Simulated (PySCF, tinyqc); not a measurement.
Worked calculation: CCSD on RHF in the sto-3g basis, frozen core, for CH+, spin multiplicity 1. The lowest restricted solution is unstable here: a spin-polarised one lies 0.0081 hartree lower (PySCF). Computed by tinyqc, a small Python program that keeps every step (integrals from PySCF). Settings: charge = 1, multiplicity = 1, basis = sto-3g, method = RHF, frozen orbitals = 1, energy threshold = 1e-10, iteration cap = 57, orthogonalisation = symmetric, start = atomic densities, DIIS depth = 6, amplitude equations = CCSD, DIIS depth for amplitudes = 4, cap on updates = 50. Command: `OMP_NUM_THREADS=1 python tinyqc.py 27928 27929 out.jsonl` (the two numbers bound the seeds that draw the settings). One thread of a shared host (Intel(R) Xeon(R) Processor @ 2.60GHz), about 0.2 s of CPU time with the checks. The early iterations of the SCF are left out here.

## One-electron integrals

Geometry (angstrom):
```
atom         x         y         z
C     0.000000  0.000000  0.000000
H     0.000000  0.000000  1.485000
```

Basis sto-3g: exponents (1/bohr^2) and contraction coefficients of normalised primitives:
```
element  l (shell)   exponent  coefficient
C            s (1)  71.616837     0.154329
C            s (1)  13.045096     0.535328
C            s (1)   3.530512     0.444635
C            s (2)   2.941249    -0.099967
C            s (2)   0.683483     0.399513
C            s (2)   0.222290     0.700115
C            p (3)   2.941249     0.155916
C            p (3)   0.683483     0.607684
C            p (3)   0.222290     0.391957
H            s (1)   3.425251     0.154329
H            s (1)   0.623914     0.535328
H            s (1)   0.168855     0.444635
```

Overlap, kinetic and nuclear-attraction integrals over the contracted functions; the nuclear repulsion is the sum of Za Zb / Rab.

nuclear repulsion = 2.13808974 hartree

overlap S, lower triangle:
```
           1C 1s     1C 2s    1C 2px    1C 2py    1C 2pz     2H 1s
1C 1s   1.000000
1C 2s   0.248362  1.000000
1C 2px  0.000000  0.000000  1.000000
1C 2py  0.000000  0.000000  0.000000  1.000000
1C 2pz  0.000000  0.000000  0.000000  0.000000  1.000000
2H 1s   0.025326  0.292073  0.000000  0.000000  0.318166  1.000000
```

kinetic energy T (hartree), lower triangle:
```
            1C 1s     1C 2s    1C 2px    1C 2py    1C 2pz     2H 1s
1C 1s   15.891122
1C 2s   -0.085890  0.472250
1C 2px   0.000000  0.000000  1.477728
1C 2py   0.000000  0.000000  0.000000  1.477728
1C 2pz   0.000000  0.000000  0.000000  0.000000  1.477728
2H 1s   -0.007607  0.019526  0.000000  0.000000  0.085029  0.760032
```

nuclear attraction V (hartree), lower triangle:
```
             1C 1s      1C 2s     1C 2px     1C 2py     1C 2pz      2H 1s
1C 1s   -34.009089
1C 2s    -4.280732  -5.544667
1C 2px    0.000000   0.000000  -5.481682
1C 2py    0.000000   0.000000   0.000000  -5.481682
1C 2pz   -0.009125  -0.103729   0.000000   0.000000  -5.545170
2H 1s    -0.442896  -1.239516   0.000000   0.000000  -1.236612  -3.355472
```

core Hamiltonian H = T + V (hartree), lower triangle:
```
             1C 1s      1C 2s     1C 2px     1C 2py     1C 2pz      2H 1s
1C 1s   -18.117968
1C 2s    -4.366622  -5.072417
1C 2px    0.000000   0.000000  -4.003954
1C 2py    0.000000   0.000000   0.000000  -4.003954
1C 2pz   -0.009125  -0.103729   0.000000   0.000000  -4.067442
2H 1s    -0.450503  -1.219990   0.000000   0.000000  -1.151583  -2.595440
```

## Two-electron integrals

Functions are numbered as in S; the eight-fold symmetry (ij|kl) = (ji|kl) = (kl|ij) leaves the list below.

Two-electron integrals (ij|kl) in chemists' order, unique and non-zero (hartree):
```
(11|11) 3.541948   (21|11) 0.576921   (21|21) 0.111888   (22|11) 0.854682
(22|21) 0.205284   (22|22) 0.624709   (31|31) 0.020296   (32|31) 0.030858
(32|32) 0.137996   (33|11) 0.852436   (33|21) 0.205335   (33|22) 0.624568
(33|33) 0.672833   (41|41) 0.020296   (42|41) 0.030858   (42|42) 0.137996
(43|43) 0.036269   (44|11) 0.852436   (44|21) 0.205335   (44|22) 0.624568
(44|33) 0.600295   (44|44) 0.672833   (51|51) 0.020296   (52|51) 0.030858
(52|52) 0.137996   (53|53) 0.036269   (54|54) 0.036269   (55|11) 0.852436
(55|21) 0.205335   (55|22) 0.624568   (55|33) 0.600295   (55|44) 0.600295
(55|55) 0.672833   (61|11) 0.059042   (61|21) 0.011389   (61|22) 0.020890
(61|33) 0.020828   (61|44) 0.020828   (61|51) 0.000652   (61|52) 0.001234
(61|55) 0.021021   (61|61) 0.001182   (62|11) 0.172792   (62|21) 0.042212
(62|22) 0.145697   (62|33) 0.141985   (62|44) 0.141985   (62|51) 0.003948
(62|52) 0.029868   (62|55) 0.152972   (62|61) 0.004480   (62|62) 0.049138
(63|31) 0.003854   (63|32) 0.021576   (63|53) 0.005496   (63|63) 0.005284
(64|41) 0.003854   (64|42) 0.021576   (64|54) 0.005496   (64|64) 0.005284
(65|11) 0.161393   (65|21) 0.039879   (65|22) 0.145927   (65|33) 0.138899
(65|44) 0.138899   (65|51) 0.006973   (65|52) 0.048399   (65|55) 0.159812
(65|61) 0.004380   (65|62) 0.058211   (65|65) 0.072988   (66|11) 0.354692
(66|21) 0.088013   (66|22) 0.347269   (66|33) 0.330955   (66|44) 0.330955
(66|51) 0.008770   (66|52) 0.092571   (66|55) 0.379408   (66|61) 0.009392
(66|62) 0.160534   (66|65) 0.208643   (66|66) 0.774606
```

## Orthogonalisation

S = U s U^T; symmetric (Loewdin) form X = U s^(-1/2) U^T, so that X^T S X = 1.

eigenvalues of S: 0.540305  0.821724  1.000000  1.000000  1.159115  1.478856

X, lower triangle:
```
            1C 1s      1C 2s    1C 2px    1C 2py     1C 2pz     2H 1s
1C 1s    1.024937
1C 2s   -0.134194   1.063644
1C 2px   0.000000   0.000000  1.000000
1C 2py   0.000000   0.000000  0.000000  1.000000
1C 2pz  -0.005246   0.041711  0.000000  0.000000   1.044145
2H 1s    0.018143  -0.170352  0.000000  0.000000  -0.181110  1.082017
```

## Iteration 7 (converged): orbitals

converged F (hartree), lower triangle:
```
             1C 1s      1C 2s     1C 2px     1C 2py     1C 2pz      2H 1s
1C 1s   -11.650942
1C 2s    -3.097929  -1.866745
1C 2px    0.000000   0.000000  -0.252504
1C 2py    0.000000   0.000000   0.000000  -0.252504
1C 2pz   -0.014645  -0.043901   0.000000   0.000000  -0.665553
2H 1s    -0.324692  -0.522540   0.000000   0.000000  -0.493786  -0.586064
```

Diagonalise F' = X^T F X, C = X C', fill 3 alpha and 3 beta electrons from the bottom; D = 2 C_occ C_occ^T. Each column has its largest component positive (the first on a tie).

F' = X^T F X (hartree), lower triangle:
```
            1          2          3          4          5          6
1  -11.430255
2   -1.527682  -1.277732
3    0.000000   0.000000  -0.252504
4    0.000000   0.000000   0.000000  -0.252504
5   -0.028081   0.037514   0.000000   0.000000  -0.556678
6    0.000314  -0.248454   0.000000   0.000000  -0.353046  -0.376028
```

orbital energies (hartree): MO1 -11.655313, MO2 -1.143702, MO3 -0.788812, MO4 -0.252504, MO5 -0.252504, MO6 -0.052867

coefficients C:
```
              MO1        MO2        MO3        MO4       MO5        MO6
1C 1s    0.994485  -0.254632   0.094955   0.000000  0.000000   0.077492
1C 2s    0.021756   0.928049  -0.405580   0.000000  0.000000  -0.392256
1C 2px   0.000000   0.000000   0.000000   0.992076  0.125636   0.000000
1C 2py   0.000000   0.000000   0.000000  -0.125636  0.992076   0.000000
1C 2pz   0.002506   0.134456   0.738159   0.000000  0.000000  -0.749562
2H 1s   -0.003741   0.209989   0.442315   0.000000  0.000000   0.996574
```

D after iteration 7, lower triangle:
```
            1C 1s      1C 2s    1C 2px    1C 2py    1C 2pz     2H 1s
1C 1s    2.125711
1C 2s   -0.506374   2.052485
1C 2px   0.000000   0.000000  0.000000
1C 2py   0.000000   0.000000  0.000000  0.000000
1C 2pz   0.076695  -0.349092  0.000000  0.000000  1.125928
2H 1s   -0.030380   0.030809  0.000000  0.000000  0.709447  0.479503
```

Within a degenerate level the vectors are fixed only up to a rotation; this is one choice.

## Convergence

Stop when the energy changes by less than 1e-10 hartree and every element of the error matrix X^T (F D S - S D F) X is below 3e-06.

Course of the cycle:
```
iteration   E (hartree)     change  largest element of the error matrix
1          -33.71436129          -                             3.12e-01
2          -37.41760258  -3.70e+00                             2.85e-02
3          -37.41831558  -7.13e-04                             6.20e-03
4          -37.41836040  -4.48e-05                             1.14e-03
5          -37.41836201  -1.61e-06                             6.59e-06
6          -37.41836201  -1.00e-10                             2.73e-07
7          -37.41836201  -7.82e-14                             7.61e-10
```

PySCF RHF in the same basis = -37.41836201 hartree

Converged in 7 iterations.

## Integrals over molecular orbitals

(pq|rs) = sum C_ip C_jq C_kr C_ls (ij|kl), one index at a time.

one-electron integrals over orbitals h = C^T H C (hartree), lower triangle:
```
            1          2          3          4          5          6
1  -18.106592
2    0.382700  -4.185301
3   -0.135098   0.200870  -3.676732
4    0.000000   0.000000   0.000000  -4.003954
5    0.000000   0.000000   0.000000   0.000000  -4.003954
6   -0.111738   0.502527   0.646012   0.000000   0.000000  -2.942003
```

Two-electron integrals over orbitals (pq|rs), unique and non-zero (hartree); the lowest 1 orbital is frozen and left out:
```
(22|22) 0.577189    (32|22) 0.008623    (32|32) 0.109998    (33|22) 0.518981
(33|32) -0.038388   (33|33) 0.559065    (42|42) 0.114781    (43|42) -0.034595
(43|43) 0.037473    (44|22) 0.582551    (44|32) -0.052027   (44|33) 0.527954
(44|44) 0.672833    (52|52) 0.114781    (53|52) -0.034595   (53|53) 0.037473
(54|54) 0.036269    (55|22) 0.582551    (55|32) -0.052027   (55|33) 0.527954
(55|44) 0.600295    (55|55) 0.672833    (62|22) -0.082675   (62|32) -0.010461
(62|33) -0.013667   (62|44) -0.088723   (62|55) -0.088723   (62|62) 0.076758
(63|22) -0.076263   (63|32) 0.078786    (63|33) -0.070339   (63|44) -0.117933
(63|55) -0.117933   (63|62) 0.062208    (63|63) 0.141705    (64|42) -0.030749
(64|43) -0.007501   (64|64) 0.020620    (65|52) -0.030749   (65|53) -0.007501
(65|65) 0.020620    (66|22) 0.490416    (66|32) 0.086177    (66|33) 0.489590
(66|44) 0.439395    (66|55) 0.439395    (66|62) 0.006035    (66|63) 0.072227
(66|66) 0.619401
```

## CCSD: starting amplitudes

t_ij^ab = <ij||ab> / (e_i + e_j - e_a - e_b), whose energy is MP2.

Starting amplitudes (spin orbitals 1a, 1b, ...; amplitudes related by a flip of all spins are not repeated):
```
from      to          t
3a 3b  6a 6b  -0.096274
2a 2b  4a 4b  -0.064397
2a 2b  5a 5b  -0.064397
2a 2b  6a 6b  -0.035183
3a 3b  4a 4b  -0.034936
3a 3b  5a 5b  -0.034936
2a 3b  6a 6b  -0.034053
2a 3b  4a 4b   0.024234
2a 3b  5a 5b   0.024234
```

correlation energy = -0.04133473 hartree

## CCSD: amplitude update 1

t_i^a D_i^a and t_ij^ab D_ij^ab are set to the remaining terms of the spin-orbital equations, evaluated with the old amplitudes; for the doubles these are <ij||ab> + 1/2 <ab||ef> t_ij^ef + 1/2 <mn||ij> t_mn^ab + P(ij)P(ab) <mb||ej> t_im^ae + terms in t^2 + terms with t1, D the orbital-energy denominators.

Amplitudes after update 1 (spin orbitals 1a, 1b, ...; amplitudes related by a flip of all spins are not repeated):
```
from      to          t
3a 3b  6a 6b  -0.130725
2a 2b  4a 4b  -0.092678
2a 2b  5a 5b  -0.092678
2a 3b  6a 6b  -0.053150
3a 3b  4a 4b  -0.052582
3a 3b  5a 5b  -0.052582
2a 2b  6a 6b  -0.041789
2a 3b  4a 4b   0.041027
2a 3b  5a 5b   0.041027
3a        6a   0.017729
2a        6a  -0.002427
```

correlation energy = -0.05919836 hartree

## CCSD: convergence

E_corr = 1/4 sum <ij||ab> t_ij^ab + 1/2 sum <ij||ab> t_i^a t_j^b; stop when the norm of the change is below 1e-8.

Course of the amplitude iterations:
```
update  correlation energy (hartree)  norm of the change
0                        -0.04133473                   -
1                        -0.05919836            1.48e-01
2                        -0.06766522            7.48e-02
3                        -0.07597625            3.88e-02
4                        -0.07584018            3.74e-03
5                        -0.07593980            1.07e-03
6                        -0.07588482            4.41e-04
7                        -0.07588149            1.34e-04
8                        -0.07587931            2.73e-05
9                        -0.07587887            9.09e-06
10                       -0.07587894            2.11e-06
11                       -0.07587890            5.15e-07
12                       -0.07587888            1.31e-07
13                       -0.07587888            5.08e-08
14                       -0.07587888            6.26e-09
```

Converged amplitudes (spin orbitals 1a, 1b, ...; amplitudes related by a flip of all spins are not repeated):
```
from      to          t
3a 3b  6a 6b  -0.166033
2a 2b  4a 4b  -0.116220
2a 2b  5a 5b  -0.116220
3a 3b  4a 4b  -0.074655
3a 3b  5a 5b  -0.074655
2a 3b  6a 6b  -0.065279
2a 3b  4a 4b   0.064546
2a 3b  5a 5b   0.064546
2a 2b  6a 6b  -0.041915
3a        6a   0.040017
2a        6a  -0.007334
```

CCSD total energy = -37.49424089 hartree

T1 diagnostic, norm of the one-spin t1 over sqrt(correlated electrons) = 0.020342

Converged in 14 updates, with DIIS from the third.
